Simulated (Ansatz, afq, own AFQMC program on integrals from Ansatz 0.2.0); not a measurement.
## BCl3, singlet in cc-pVDZ, levels against CCSDT(Q)

```xyz
4

B     0.0000    0.0000    0.0000
Cl    1.7373    0.0131   -0.0001
Cl   -0.8800    1.4980   -0.0026
Cl   -0.8573   -1.5111    0.0027
```

Connectivity, by distances: Cl–B(–Cl)–Cl.

Basis cc-pVDZ. Only valence electrons are correlated. AFQMC by an in-house program on the Cholesky factors that Ansatz 0.2.0 writes for its CCSD(T) run. The CISD trial takes its coefficients from CCSD amplitudes. Released means that phaseless walkers are propagated on without the constraint, phases kept. Error bars are statistical, one sigma.

Determinant: RHF, the one that the program's search chose, which needn't be the lowest solution. The geometry is a point of a scan.

No full CI on the walks' own integrals is used here; CCSDT(Q) serves as the reference and is uncertain by about the last step of the cluster series.

The T1 diagnostic is 0.0116, the weight of the determinant in the CISD state is 0.818 and the size of the correlated space is 24 electrons in 52 orbitals.

Problem. Estimate: order these by the size of their error in total energy against CCSDT(Q), smallest first.
A. CCSDT
B. CCSD
C. phaseless AFQMC with a CISD trial
D. MP2

Solution. C (0.04 ± 0.18 kcal/mol), A (0.67 kcal/mol), B (9.71 kcal/mol), D (30.92 kcal/mol).

Reference: CCSDT(Q), correlation energy -14.550 eV.

A walk keeps the symmetry of its determinant, which the program's search chose and which needn't be the lowest solution, so a lower state of the same spin and another symmetry isn't excluded.
